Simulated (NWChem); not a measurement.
Everything below was run with NWChem. System: chlorine (Cl2), charge 0, spin multiplicity 1, at a geometry optimised with PBE0/def2-SVP. Level: CCSD linear response/6-31G* (spherical d), 10 core orbitals frozen.

NWChem printed:

```
             Northwest Computational Chemistry Package (NWChem) 7.3.0
             --------------------------------------------------------

                                NWChem Input Module
                                -------------------

 Scaling coordinates for geometry "geometry" by  1.889725989
 (inverse scale =  0.529177249)

 Turning off AUTOSYM since
 SYMMETRY directive was detected!

                             Geometry "geometry" -> ""
                             -------------------------

 Output coordinates in angstroms (scale by  1.889725989 to convert to a.u.)

  No.       Tag          Charge          X              Y              Z
 ---- ---------------- ---------- -------------- -------------- --------------
    1 Cl                  17.0000     0.00000000     0.00000000     1.01276800
    2 Cl                  17.0000     0.00000000     0.00000000    -1.01276800

 Effective nuclear repulsion energy (a.u.)      75.5021016466

            Nuclear Dipole moment (a.u.)
            ----------------------------
        X                 Y               Z
 ---------------- ---------------- ----------------
     0.0000000000     0.0000000000     0.0000000000

      Symmetry information
      --------------------

 Group name             D2h
 Group number             26
 Group order               8
 No. of unique centers     1

      Symmetry unique atoms

     1


 Summary of "ao basis" -> "" (spherical)
 ------------------------------------------------------------------------------
       Tag                 Description            Shells   Functions and Types
 ---------------- ------------------------------  ------  ---------------------
 *                           6-31g*                   on all atoms

 Summary of "ao basis" -> "ao basis" (spherical)
 ------------------------------------------------------------------------------
       Tag                 Description            Shells   Functions and Types
 ---------------- ------------------------------  ------  ---------------------
 Cl                          6-31g*                  8       18   4s3p1d

                                 NWChem SCF Module
                                 -----------------

  ao basis        = "ao basis"
  functions       =    36
  atoms           =     2
  closed shells   =    17
  open shells     =     0
  charge          =   0.00
  wavefunction    = RHF
  use symmetry    = T
  symmetry adapt  = T

 Summary of "ao basis" -> "ao basis" (spherical)
 ------------------------------------------------------------------------------
       Tag                 Description            Shells   Functions and Types
 ---------------- ------------------------------  ------  ---------------------
 Cl                          6-31g*                  8       18   4s3p1d

      Symmetry analysis of basis
      --------------------------

        ag          9
        au          1
        b1g         1
        b1u         9
        b2g         4
        b2u         4
        b3g         4
        b3u         4

 Forming initial guess at       0.0s

      Superposition of Atomic Density Guess
      -------------------------------------

 Sum of atomic energies:        -918.90116543

      Non-variational initial energy
      ------------------------------

 Total energy =    -918.990125
 1-e energy   =   -1420.654078
 2-e energy   =     426.161851
 HOMO         =      -0.352513
 LUMO         =      -0.121467

      Symmetry analysis of molecular orbitals - initial
      -------------------------------------------------

 !! scf_movecs_sym_adapt:   20 vectors were symmetry contaminated

  Symmetry fudging

 !! scf_movecs_sym_adapt:   20 vectors were symmetry contaminated

  Numbering of irreducible representations:

     1 ag          2 au          3 b1g         4 b1u         5 b2g
     6 b2u         7 b3g         8 b3u

  Orbital symmetries:

     1 b1u         2 ag          3 ag          4 b1u         5 ag
     6 b1u         7 b3u         8 b2u         9 b2g        10 b3g
    11 ag         12 b1u        13 ag         14 b2u        15 b3u
    16 b3g        17 b2g        18 b1u        19 ag         20 b1u
    21 b3u        22 b2u        23 ag         24 b3g        25 b2g
[...]
 2-e (intermediate) file size =         1840320
 2-e (intermediate) file name = ./mol.v2i

 2-e integrals stored in memory



CCSD iterations
 ---------------------------------------------------------
 Iter          Residuum       Correlation     Cpu    Wall
 ---------------------------------------------------------
    1   0.1176949935442  -0.2554032720315     0.6     0.6
    2   0.0327614267089  -0.2765672729220     0.6     0.6
    3   0.0116430967744  -0.2810520418148     0.6     0.6
    4   0.0046427511856  -0.2823087326512     0.7     0.7
    5   0.0020539637643  -0.2827495875145     0.7     0.7
    6   0.0004705712728  -0.2830356054205     0.6     0.6
    7   0.0002462228181  -0.2830195824146     0.6     0.6
    8   0.0001533282876  -0.2830219365895     0.6     0.6
    9   0.0000972271066  -0.2830222789723     0.6     0.6
   10   0.0000620123507  -0.2830227121531     0.6     0.6
   11   0.0000034319829  -0.2830233118573     0.6     0.6
   12   0.0000012193976  -0.2830235521650     0.7     0.7
   13   0.0000005802719  -0.2830236337153     0.6     0.6
 -----------------------------------------------------------------
 Iterations converged
 CCSD correlation energy / hartree =        -0.283023633715254
 CCSD total energy / hartree       =      -919.191889713404862

 Singles contributions

 Doubles contributions
    18b1u (alpha)    18b1u (beta ) ---    13ag  (alpha)    13ag  (beta )       -0.1166366618

 CCSD Lambda iterations
 ---------------------------------------------
 Iter          Residuum            Cpu    Wall
 ---------------------------------------------
    1          0.6419495539762     2.7     2.7
    2          0.0108950790514     2.6     2.6
    3          0.0009551649800     2.6     2.6
    4          0.0001176853046     2.6     2.6
    5          0.0000194084180     2.7     2.7
    6          0.0000022597749     2.8     2.8
    7          0.0000004867375     2.7     2.7
 ---------------------------------------------
 Iterations converged
1-PDM CCSD : h-h block

 1PDM h-h block largest contributions

1-PDM CCSD : p-p block

 1PDM p-p block largest contributions

1-PDM CCSD : h-p block

 1PDM h-p block largest contributions

1-PDM CCSD : p-h block

 1PDM p-h block largest contributions

1-PDM CCSD : all done

Lambda-CCSD leading excitations:

 Singles contributions

 Doubles contributions
    21b1u (alpha)    40b1u (beta ) ---     2ag  (alpha)     9ag  (beta )       -0.1091918031

 CCSD dipole moments / hartree & Debye
 ------------------------------------
   X         0.0000000      0.0000000
   Y         0.0000000      0.0000000
   Z         0.0000000      0.0000000
 Total       0.0000000      0.0000000
 ------------------------------------

 X   axis ( b3u symmetry)

 Frequency =       0.0000000 / au

 CCSD-LR iterations
 ---------------------------------------------
 Iter          Residuum            Cpu    Wall
 ---------------------------------------------
    1          0.8321187957657     2.3     2.3
    2          0.5092009842832     3.8     3.8
    3          0.2021378146980     3.6     3.6
    4          0.0852748265354     3.1     3.1
    5          0.0365374492800     2.2     2.2
    6          0.0065560324981     2.3     2.3
    7          0.0039256856397     2.3     2.3
    8          0.0029829105316     2.8     2.8
    9          0.0022815744525     2.3     2.3
   10          0.0017679184603     2.4     2.4
   11          0.0001019164631     2.4     2.4
   12          0.0000353894495     2.3     2.3
   13          0.0000157710641     2.3     2.3
   14          0.0000088713238     2.5     2.5
   15          0.0000055400643     2.6     2.6
   16          0.0000024890720     2.6     2.6
   17          0.0000016210389     2.5     2.5
   18          0.0000011217303     2.4     2.4
   19          0.0000008752684     2.9     2.9
 ---------------------------------------------
 Iterations converged

 Y   axis ( b2u symmetry)

 Frequency =       0.0000000 / au

 CCSD-LR iterations
 ---------------------------------------------
 Iter          Residuum            Cpu    Wall
 ---------------------------------------------
    1          0.8321187957657     3.4     3.4
    2          0.5092009842832     3.4     3.4
    3          0.2021378146980     3.4     3.4
    4          0.0852748265354     3.3     3.3
    5          0.0365374492800     3.4     3.4
    6          0.0065560324981     2.8     2.8
    7          0.0039256856397     3.2     3.2
    8          0.0029829105316     2.6     2.6
    9          0.0022815744525     2.7     2.7
   10          0.0017679184603     3.1     3.1
   11          0.0001019164631     2.5     2.5
   12          0.0000353894495     2.5     2.5
   13          0.0000157710641     3.0     3.0
   14          0.0000088713238     3.5     3.5
   15          0.0000055400643     2.7     2.7
   16          0.0000024890720     2.7     2.7
   17          0.0000016210389     2.6     2.6
   18          0.0000011217303     2.9     2.9
   19          0.0000008752684     3.6     3.6
 ---------------------------------------------
 Iterations converged

 Z   axis ( b1u symmetry)

 Frequency =       0.0000000 / au

 CCSD-LR iterations
 ---------------------------------------------
 Iter          Residuum            Cpu    Wall
 ---------------------------------------------
    1          1.0710004517574     3.1     3.1
    2          1.4973904688671     3.3     3.3
    3          0.5195096381794     3.2     3.2
    4          0.3334093048645     3.4     3.4
    5          0.1646195779548     3.6     3.6
    6          0.0261670018174     3.7     3.7
    7          0.0097718222901     2.9     2.9
    8          0.0042685079008     2.6     2.6
    9          0.0022279451699     3.1     3.1
   10          0.0011592431234     2.9     2.9
   11          0.0001118562277     2.9     2.9
   12          0.0000648430723     3.8     3.8
   13          0.0000243692269     3.8     3.8
   14          0.0000140821422     3.8     3.8
   15          0.0000069476911     3.9     3.9
   16          0.0000013482092     3.9     3.9
   17          0.0000005968060     3.6     3.6
 ---------------------------------------------
 Iterations converged

 CCSD-LR dipole moments / hartree & Debye
 --------------------------------
 X       0.0000000      0.0000000
 Y       0.0000000      0.0000000
 Z       0.0000000      0.0000000
 --------------------------------

 CCSD Linear Response polarizability / au
 Frequency  =       0.0000000 / au
 Wavelength =        Infinity / nm
 -------------------------------------------------------|-----------------------------------------------
                     atomic units (bohr^3)              |                   angstroms^3
                  X              Y              Z       |             X              Y              Z
 -------------------------------------------------------|-----------------------------------------------
 X           10.4498028     -0.0000000     -0.0000000   |      1.5485013     -0.0000000     -0.0000000
 Y           -0.0000000     10.4498028     -0.0000000   |     -0.0000000      1.5485013     -0.0000000
 Z           -0.0000000     -0.0000000     33.5155837   |     -0.0000000     -0.0000000      4.9664982
 -------------------------------------------------------|-----------------------------------------------
 Eigs =      10.4498028     10.4498028     33.5155837   |      1.5485013      1.5485013      4.9664982
 Isotropic   =              18.1383964                  |                     2.6878336
 Anisotropic =              23.0657809                  |                     3.4179968
 -------------------------------------------------------|-----------------------------------------------

 Task  times  cpu:      256.9s     wall:      256.9s

 Total times  cpu:      256.9s     wall:      256.9s
```

Task: Write an NWChem input that would produce this output.

Result: This is not unique; one that fits is 
```
start mol
memory heap 100 mb stack 700 mb global 1900 mb
geometry units angstroms nocenter noautoz
  Cl     0.000000     0.000000     1.012768
  Cl     0.000000     0.000000    -1.012768
  symmetry group D2h
end
basis spherical
  * library 6-31g*
end
scf
  rhf
  nopen 0
  maxiter 100
  thresh 1e-7
  semidirect memsize 60000000 filesize 0
end
tce
  freeze core 10
  ccsd
  thresh 1e-6
  tilesize 24
end
set tce:lineresp T
set tce:afreq 0.0
set tce:respaxis T T T
task tce energy
```
